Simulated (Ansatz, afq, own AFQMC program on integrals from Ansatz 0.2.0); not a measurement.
Two steps: Ansatz 0.2.0 writes the Fock matrix and Cholesky factors of the valence space, and afq projects on them the lowest state that overlaps trial and start.

```yaml
crystal:
  periodic: [false, false, false]
  atoms:
    - {symbol: C, position_ang: [-0.148980, 0.973961, -0.125898]}
    - {symbol: Al, position_ang: [0.154064, -0.957012, 0.123071]}
    - {symbol: Br, position_ang: [-1.311479, -2.417518, -0.855590]}
    - {symbol: H, position_ang: [-1.051740, 1.152155, -0.731626]}
    - {symbol: H, position_ang: [-0.267230, 1.473614, 0.849652]}
    - {symbol: H, position_ang: [0.716464, 1.435999, -0.628908]}
basis:
  gaussian: {orbitals: def2-TZVP}
magnetization: {spin_polarized: true, initial_magnetization: 1}
correlation: {method: ccsd_t, electrons: outside_noble_gas, hamiltonian_folder: ham}
```

```sh
$ ansatz run in.yaml --threads 1 --pin off --events-out ev --progress --plain --max-ram 24576MiB --backend cuda --devices 0, --max-vram 18GiB
```

Options of the walk:

```
--method phaseless --trial cisd --walkers 1000 --populations 20 --least-time 60 --time-step 0.005 --steps-per-block 50 --equilibration-blocks 28 --max-blocks 4000 --target-error 0.00024 --factor-cut 1e-05 --start spin_pure --seed 3258 --release-times 0.24,0.51,0.99,1.5 --release-step 0.03 --release-every 4 --taylor-order 6
```

Times are imaginary, in 1/Eh. The walk had a cap of 251 s. With eight or more populations the least sampling time is a fifth of least-time, and the error comes from their spread. Filled inner d shells are frozen with the cores.

```
orbitals 114  electrons 9 8  factors 842 of 900
reference energy -2854.02051830 Eh
CCSD correlation -0.41997417 Eh in 12 cycles, weight of the determinant in the CISD state 0.8381
energy of the start -2854.440197 Eh
 block  time / (1/Eh)  mean weight  energy / Eh
     1     0.250  1.0003  -2854.431041
     2     0.500  0.9998  -2854.436649
     3     0.750  0.9999  -2854.442621
     4     1.000  1.0003  -2854.447036
     5     1.250  0.9999  -2854.449866
     9     2.250  1.0011  -2854.456336
    21     5.250  1.0000  -2854.459511
    36     9.000  1.0003  -2854.461912
    41    10.250  1.0005  -2854.460628
    61    15.250  1.0005  -2854.460312
    81    20.250  0.9997  -2854.458729
   101    25.250  0.9999  -2854.458128
   121    30.250  1.0003  -2854.458488
   131    32.750  1.0007  -2854.456484
   141    35.250  0.9995  -2854.459020
   161    40.250  1.0002  -2854.459973
   181    45.250  1.0000  -2854.457288
   201    50.250  0.9989  -2854.457347
   221    55.250  1.0010  -2854.459454
   236    59.000  1.0000  -2854.459734
error from the spread of 20 populations
released: time / (1/Eh)  energy / Eh  error  mean overlap
  0.24  -2854.458959  0.000209  0.9961
  0.51  -2854.459091  0.000162  0.9925
  0.99  -2854.459199  0.000225  0.9845
  1.50  -2854.459746  0.000411  0.9691
energy -2854.458738 +/- 0.000230 Eh
(rows thinned)
```

Problem. Estimate how long the walk took on 1 × NVIDIA H100 80GB HBM3 with 2 threads of AMD EPYC 7R13 Processor (Zen 3), on a shared host (the card was shared).

Solution. 4 min of wall time.

The run passed its tests (sampling time, drift between the halves within three errors, error under three times the target), which doesn't prove that it has relaxed.

Against this walk (error 6.3 meV) on the same determinant: CCSD(T) 43.8 meV higher. The error is statistical and leaves out the bias of the constraint. None of these is a sure reference here. The released energies are still falling (meV from the phaseless value at times in 1/Eh: -6 ± 6 at 0.24, -10 ± 4 at 0.51, -13 ± 6 at 0.99, -27 ± 11 at 1.50), so they give no level.

Cautions: constraint bias not in the error; no relativity below Rb; no spin-orbit coupling; inner d shell frozen.
